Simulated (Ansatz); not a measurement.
## Other spins and charges of GeSe, singlet at one geometry

Geometry (PBE0/def2-TZVP stationary point for this spin):

```
atom   x (Å)   y (Å)   z (Å)
  Ge  0.0000  0.0000  0.0000
  Se  0.0000  0.0000  2.1404
```

Basis cc-pVDZ; Ansatz 0.2.0. Only valence electrons are correlated (noble-gas cores and the filled d shells of p-block atoms frozen). Prefix R: restricted or restricted open-shell reference; prefix U: unrestricted. Active spaces: valence = (10e, 8o) chosen from the atoms' valence shells. No spin–orbit coupling is included, and no scalar relativity.

Gaps are energies of the second state less the first, at fixed atoms, for a selection of the levels run; each method lands on the state that its own search finds for that charge and spin.

Removing an electron, to the doublet: 9.619 eV at UCCSDT(Q).

```json
{"level": "UHF", "gap (eV)": "8.583", "error (meV)": "-1036"}
{"level": "UMP2", "gap (eV)": "9.734", "error (meV)": "115"}
{"level": "UCCSD", "gap (eV)": "9.490", "error (meV)": "-129"}
{"level": "UCCSD(T)", "gap (eV)": "9.610", "error (meV)": "-9"}
{"level": "BCCD(T)", "gap (eV)": "9.612", "error (meV)": "-7"}
{"level": "UCCSDT", "gap (eV)": "9.606", "error (meV)": "-13"}
{"level": "CASSCF (valence space)", "gap (eV)": "9.073", "error (meV)": "-546"}
{"level": "NEVPT2 (valence space)", "gap (eV)": "9.555", "error (meV)": "-64"}
{"level": "MRCISD (valence space)", "gap (eV)": "9.563", "error (meV)": "-56"}
{"level": "MRCISD+Q (valence space)", "gap (eV)": "9.628", "error (meV)": "9"}
```

Full CI isn't at hand for all of this; UCCSDT(Q) serves as the reference, and is uncertain by about the last step of the cluster series. The frozen core follows each run's orbitals, which can shift R against U totals by a few meV for light atoms and by up to 0.1 eV past Ca.
